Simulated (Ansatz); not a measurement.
A CCSD(T) single point on `[CH2]C(F)(F)F` radical.

```yaml
crystal:
  periodic: [false, false, false]
  atoms:
    - {symbol: C, position_ang: [-0.264300, 0.823780, 0.273906]}
    - {symbol: C, position_ang: [0.195601, -0.509992, -0.157157]}
    - {symbol: F, position_ang: [-0.758369, -1.177197, -0.836616]}
    - {symbol: F, position_ang: [0.534330, -1.279111, 0.886047]}
    - {symbol: F, position_ang: [1.259777, -0.430011, -0.967161]}
    - {symbol: H, position_ang: [-0.791275, 0.918450, 1.211192]}
    - {symbol: H, position_ang: [-0.175754, 1.654072, -0.410211]}
basis:
  gaussian: {orbitals: def2-TZVPP}
magnetization: {spin_polarized: true, initial_magnetization: 1}
correlation: {method: ccsd_t}
scf: {omitted_lower_state_checks: [cluster_reference]}
output: {orbitals: {seedname: orbitals}}
```

```sh
$ ansatz run in.yaml --threads 4 --pin off --events-out ev --progress --plain
```

Log, shortened:

```
Functional definition: HF
1177 factors; integrals over basis functions are off by at most 8.9e-4 eV
mean field evaluation 1: about -10210.3674 eV, gradient 3.0e1 eV
mean field evaluation 2: about -10210.3736 eV, gradient 3.0e1 eV
mean field evaluation 4: about -10213.6839 eV, gradient 2.8e0 eV
mean field evaluation 8: about -10213.7520 eV, gradient 1.5e-1 eV
mean field -10213.75238463 eV, -375.3484770051 hartree, gradient 2.1e-6 eV, S^2 0.761834; 0 other end points of the search recorded, 0 dependent functions left out
5 core orbitals not correlated: weight in the atoms' cores, before any rotation towards them, 1.000 or more for the frozen orbitals, at most 0.000 for the correlated occupied ones
reference -10213.75238463 eV, -375.3484770051 hartree; 16, 15 occupied and 162, 163 virtual orbitals, 1177 factors
second order -28.26152111 eV of doubles, -0.00000000 eV of singles
cycle   1  -28.07599066 eV  change    1.9e-1 eV  update   1.0e-1
cycle   2  -28.64010237 eV  change   -5.6e-1 eV  update   3.0e-2
cycle   3  -28.77413307 eV  change   -1.3e-1 eV  update   1.5e-2
cycle   4  -28.76413890 eV  change    1.0e-2 eV  update   4.0e-3
cycle   5  -28.76197379 eV  change    2.2e-3 eV  update   2.1e-3
cycle   6  -28.76368382 eV  change   -1.7e-3 eV  update   6.5e-4
cycle   7  -28.76376898 eV  change   -8.5e-5 eV  update   3.3e-4
cycle   8  -28.76368156 eV  change    8.7e-5 eV  update   9.5e-5
cycle   9  -28.76371769 eV  change   -3.6e-5 eV  update   4.9e-5
cycle  10  -28.76370450 eV  change    1.3e-5 eV  update   1.4e-5
perturbative correction -0.91603182 eV, -0.0336635484 hartree
Total energy: -10243.43212095 eV, -376.4391871971 hartree
Checks for a lower state left out: cluster_reference
```

Hardware: 4 threads of a server CPU on a shared host. Wall time 5.7 min, peak host memory 5.7 GiB.

The correlation energy is -29.680 eV, 3.1 % of it from (T); the T1 diagnostic reads 0.0123.
